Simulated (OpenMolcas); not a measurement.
# BOF (fluoro(oxo)borane): a chain of runs

We compute a single-point energy (UHF/STO-3G), then the energy (CASSCF(6,6)/STO-3G), then a single-point energy (CASPT2(6,6)/STO-3G), then the energy (SC-NEVPT2(6,6)/STO-3G) of BOF (fluoro(oxo)borane). 

The results are computed with OpenMolcas 26.06.

9 further runs of the same task are left out: 1 for a known fault of the program, 4 that didn't finish, 4 set aside as unsound or not needed.

## Step 1: The system as given

BOF has 3 atoms, charge 0, and is taken as a singlet. As SMILES, `O=BF`. The B2–F3 distance was set to 3.205 Å, away from the relaxed value. At this shape a bond of the SMILES string is far longer than usual.

Bond lengths: O1–B2 1.206 Å.

## Step 2: A single-point energy at UHF/STO-3G (run 1)

File step1.inp:

```
>>> EXPORT MOLCAS_PRINT=2

&GATEWAY
  BASLIB=$CurrDir
  BASISSET
  O.STO-3G....
  O1 2.518615 -1.447680 1.229433 angstrom
  End of Basis
  BASISSET
  B.STO-3G....
  B2 1.555815 -0.894180 0.759433 angstrom
  End of Basis
  BASISSET
  F.STO-3G....
  F3 -1.003400 0.576800 -0.489800 angstrom
  End of Basis

&SEWARD

&SCF
  UHF
  SCRAMBLE=0.25
  PRORBITALS=1 1
```

The basis set STO-3G is read from a file made from the Basis Set Exchange's data (not shown).

Launch:

```
export MOLCAS_MEM=1860
pymolcas step1.inp > step1.log
```

The program printed:

```text
--- Start Module: gateway ---
[...]
--- Stop Module: gateway /rc=_RC_ALL_IS_WELL_ ---
--- Start Module: seward ---
[...]
      Basis functions           15
--- Stop Module: seward /rc=_RC_ALL_IS_WELL_ ---
--- Start Module: scf ---
[...]
       Convergence after  25 Iterations
[...]
::    Total SCF energy                               -196.1604743432
[...]
      Total spin, S                                     0.7024130157
[...]
      Total electronic charge=   22.000000
      Total            charge=   -0.000000
[...]
      Dipole Moment (debye):
      Origin of the operator (angstrom)=    0.8337   -0.4791    0.4069
                   X= -1.3223E+00               Y=  7.5625E-01               Z= -6.4605E-01           Total=  1.6547E+00
      Quadrupole Moment (debye*angstrom):
[...]
--- Stop Module: scf /rc=_RC_ALL_IS_WELL_ ---
[...]
```

Run time: 1.8 s. Hardware: 1 thread of Arm Neoverse V2, shared host; peak memory 0.37 GiB.

## Step 3: The energy at CASSCF(6,6)/STO-3G (run 2)

File step2.input:

```
* BFO CASSCF

&GATEWAY
 BasLib = $CurrDir
 BasisSet
 O.STO-3G....
 O1 2.518615 -1.447680 1.229433 angstrom
 End of Basis
 BasisSet
 B.STO-3G....
 B2 1.555815 -0.894180 0.759433 angstrom
 End of Basis
 BasisSet
 F.STO-3G....
 F3 -1.003400 0.576800 -0.489800 angstrom
 End of Basis

&SEWARD

&RASSCF
 FileOrb = $CurrDir/step1.UnaOrb
 Spin = 1
 Nactel = 6 0 0
 Inactive = 8
 Ras2 = 6
 OrbListing = Nothing
 OrbAppear = Compact
```

The basis set STO-3G is read from a file made from the Basis Set Exchange's data (not shown).

Launch:

```
export MOLCAS_MEM=1860
pymolcas step2.input > step2.log
```

The program printed:

```text
--- Start Module: gateway ---
[...]
--- Stop Module: gateway /rc=_RC_ALL_IS_WELL_ ---
--- Start Module: seward ---
[...]
      Basis functions           15
--- Stop Module: seward /rc=_RC_ALL_IS_WELL_ ---
--- Start Module: rasscf ---
[...]
      Number of active orbitals                  6
[...]
      Spin quantum number                      0.0
[...]
      Active orbitals                            6
[...]
      Number of CSFs                           175
[...]
      Number of root(s) required                 1
[...]
      Convergence after 25 iterations
[...]
      printout of CI-coefficients larger than  0.05 for root  1
      energy=    -196.240542
      conf/sym  111111     Coeff  Weight
             1  222000  -0.70233 0.49327
            11  220200   0.64234 0.41259
            18  2udud0  -0.10498 0.01102
            26  u2du0d  -0.10498 0.01102
            31  202020   0.09653 0.00932
            39  ud20ud   0.08588 0.00737
[...]
      Natural orbitals and occupation numbers for root  1
      sym 1:   1.918687   1.918687   1.086219   0.913777   0.081315   0.081315
      ************************************************************************************************************************
      *                                                    Final results                                                     *
[...]
::    RASSCF root number  1 Total energy:   -196.24054156
[...]
      Total electronic charge=   22.000000
      Total            charge=   -0.000000
[...]
      Dipole Moment (debye):
      Origin of the operator (angstrom)=    0.8337   -0.4791    0.4069
                   X= -9.5343E-01               Y=  5.4812E-01               Z= -4.6543E-01           Total=  1.1942E+00
      Quadrupole Moment (debye*angstrom):
[...]
--- Stop Module: rasscf /rc=_RC_ALL_IS_WELL_ ---
[...]
```

Run time: 2.1 s. Hardware: 1 thread of Arm Neoverse V2, shared host; peak memory 0.37 GiB.

## Step 4: A single-point energy at CASPT2(6,6)/STO-3G (run 3)

File step3.input:

```
&GATEWAY
 BasLib=$CurrDir
 BasisSet
 O.STO-3G....
 O1 2.518615 -1.447680 1.229433 angstrom
 End of Basis
 BasisSet
 B.STO-3G....
 B2 1.555815 -0.894180 0.759433 angstrom
 End of Basis
 BasisSet
 F.STO-3G....
 F3 -1.003400 0.576800 -0.489800 angstrom
 End of Basis

&SEWARD

&RASSCF
 FileOrb=$CurrDir/step2.RasOrb
 Spin=1
 Nactel=6 0 0
 Inactive=8
 Ras2=6
 OrbListing=Nothing
 OrbAppear=Compact

&CASPT2
 Imaginary=0.1
 Frozen=3
```

The basis set STO-3G is read from a file made from the Basis Set Exchange's data (not shown).

Launch:

```
export MOLCAS_MEM=1860
pymolcas step3.input > step3.log
```

The program printed:

```text
--- Start Module: gateway ---

                                              &GATEWAY

                       available to each process: 1.9 GB of memory, 1 thread

 Basis Set     1 Label: O.STO-3G....
 Basis set is read from library:.
 basistype.tbl is not found

 Basis Set     2 Label: B.STO-3G....
 Basis set is read from library:.
 basistype.tbl is not found

 Basis Set     3 Label: F.STO-3G....
 Basis set is read from library:.
 basistype.tbl is not found

++    Symmetry information:
      ---------------------

                    Character Table for C1

                             E
                    a        1  x, y, xy, Rz, z, xz, Ry, yz, Rx, I
--

++    Basis set information:
      ----------------------

      Basis set label: O.STO-3G.........

      Electronic valence basis set:
      ------------------
      Associated Effective Charge   8.000000 au
      Associated Actual Charge      8.000000 au
      Nuclear Model: Point charge

      Shell  nPrim  nBasis  Cartesian Spherical Contaminant
         s       6       2        X
[... 108 lines left out ...]
      Nuclear repulsion energy =   33.61911572
[... 77 lines left out ...]
      Convergence after  4 iterations
[... 10 lines left out ...]
      printout of CI-coefficients larger than  0.05 for root  1
[... 1 line left out ...]
      conf/sym  111111     Coeff  Weight
[... 10 lines left out ...]
      *                                                    Final results                                                     *
[... 6 lines left out ...]
      RASSCF energy for state  1                   -196.24054156
[... 12 lines left out ...]
::    RASSCF root number  1 Total energy:   -196.24054156
[... 29 lines left out ...]
      Dipole Moment (debye):
[... 13 lines left out ...]
      Spin density orbitals for root   1 are written to the SPDORB.1 file
[... 52 lines left out ...]
      Imaginary shift                            0.10
[... 3 lines left out ...]
--------------------------------------------------------------------------------
 Estimated memory requirements:
  POLY3 :                   262414
  RHS:                      275884
  SIGMA :                   254320
  PRPCTL:                        0
 Available workspace:    232487074

++ CASPT2 computation for group   1

********************************************************************************
 Multi-State initialization phase begins for group   1
--------------------------------------------------------------------------------
********************************************************************************
 Compute H0 matrices for state    1
--------------------------------------------------------------------------------
--------------------------------------------------------------------------------
 H0 matrices have been computed.

********************************************************************************
  CASPT2 EQUATION SOLUTION
--------------------------------------------------------------------------------
 Invalid disk address                    -8
 I/O error in DaFile_checkarg
 Unit =                    45

--- Stop Module: caspt2 /rc=-6 ---

.########################.
.# Non-zero return code #.
.########################.

    Timing: Wall=1.38 User=1.05 System=0.32
```

It took 1.6 s on 1 thread of Arm Neoverse V2, shared host; peak memory 0.37 GiB.

The run ended with an error.

## Step 5: A single-point energy at SC-NEVPT2(6,6)/STO-3G (run 4)

File step4.input:

```
&GATEWAY
 BasLib
 $CurrDir
 BasisSet
 O.STO-3G....
 O1 2.518615 -1.447680 1.229433 angstrom
 End of Basis
 BasisSet
 B.STO-3G....
 B2 1.555815 -0.894180 0.759433 angstrom
 End of Basis
 BasisSet
 F.STO-3G....
 F3 -1.003400 0.576800 -0.489800 angstrom
 End of Basis

&SEWARD

&RASSCF
 FileOrb
 $CurrDir/step2.RasOrb
 Spin
 1
 Nactel
 6 0 0
 Inactive
 8
 Ras2
 6
 OrbListing
 Nothing
 OrbAppear
 Compact

&CASPT2
 SC-NEVPT2
 Frozen
 3
```

The basis set STO-3G is read from a file made from the Basis Set Exchange's data (not shown).

Launch:

```
export MOLCAS_MEM=1860
pymolcas step4.input > step4.log
```

The program printed:

```text
--- Start Module: gateway ---
[...]
--- Stop Module: gateway /rc=_RC_ALL_IS_WELL_ ---
[...]
      Basis functions           15
[...]
--- Start Module: rasscf ---
[...]
      Number of active orbitals                  6
[...]
      Spin quantum number                      0.0
[...]
      Active orbitals                            6
[...]
      Number of CSFs                           175
[...]
      Number of root(s) required                 1
[...]
      Convergence after  4 iterations
[...]
      printout of CI-coefficients larger than  0.05 for root  1
      energy=    -196.240542
      conf/sym  111111     Coeff  Weight
             1  222000  -0.70233 0.49327
            11  220200   0.64234 0.41259
            18  2udud0  -0.10497 0.01102
            26  u2du0d  -0.10497 0.01102
            31  202020   0.09651 0.00931
            39  ud20ud   0.08584 0.00737
[...]
      Natural orbitals and occupation numbers for root  1
      sym 1:   1.918687   1.918687   1.086219   0.913777   0.081315   0.081315
      ************************************************************************************************************************
      *                                                    Final results                                                     *
[...]
::    RASSCF root number  1 Total energy:   -196.24054156
[...]
      Total electronic charge=   22.000000
      Total            charge=   -0.000000
[...]
      Dipole Moment (debye):
      Origin of the operator (angstrom)=    0.8337   -0.4791    0.4069
                   X= -9.5343E-01               Y=  5.4812E-01               Z= -4.6543E-01           Total=  1.1942E+00
      Quadrupole Moment (debye*angstrom):
[...]
--- Stop Module: rasscf /rc=_RC_ALL_IS_WELL_ ---
--- Start Module: caspt2 ---
[...]
 ###    WARNING: User changed nr of frozen orbitals.                         ###
 ###############################################################################
[...]
      E2 (Variational):          -0.0335176629
[...]
      E2 (Variational):          -0.0332140767
      Total energy:            -196.2737556327
[...]
      Reference weight:           0.98658
[...]
::    SC-NEVPT2 Root  1     Total energy:   -196.27375563
[...]
--- Stop Module: caspt2 /rc=_RC_ALL_IS_WELL_ ---
[...]
```

Run time: 1.7 s. Hardware: 1 thread of Arm Neoverse V2, shared host; peak memory 0.37 GiB.

## Step 6: Outcome

```
                                                    quantity                value
                             run 1, UHF/STO-3G: total energy        -196.16047 Eh
                            run 1, UHF/STO-3G: dipole moment               1.65 D
                              run 1, UHF/STO-3G: HOMO energy            -10.53 eV
                              run 1, UHF/STO-3G: LUMO energy              5.80 eV
                            run 1, UHF/STO-3G: HOMO–LUMO gap             16.33 eV
                                     run 1, UHF/STO-3G: ⟨S²⟩                1.196
                     run 2, CASSCF(6,6)/STO-3G: total energy        -196.24054 Eh
   run 2, CASSCF(6,6)/STO-3G: dipole moment (CASSCF density)               1.19 D
                  run 4, SC-NEVPT2(6,6)/STO-3G: total energy        -196.27376 Eh
run 4, SC-NEVPT2(6,6)/STO-3G: dipole moment (CASSCF density)               1.19 D
                                   run 3, CASPT2(6,6)/STO-3G  no result (crashed)
```

**Reading.** ⟨S²⟩ (run 1, UHF/STO-3G) is 1.20 where a pure singlet has 0.00: the reference is spin-contaminated. Mulliken charges (run 1, UHF/STO-3G) run from -0.26 on O1 to +0.26 on B2. Mulliken charges (run 2, CASSCF(6,6)/STO-3G) run from -0.20 on O1 to +0.20 on B2; they depend strongly on the basis. Mulliken charges (run 4, SC-NEVPT2(6,6)/STO-3G) of the CASSCF density run from -0.20 on O1 to +0.20 on B2; they depend strongly on the basis. 1 of the 4 runs did not end normally.
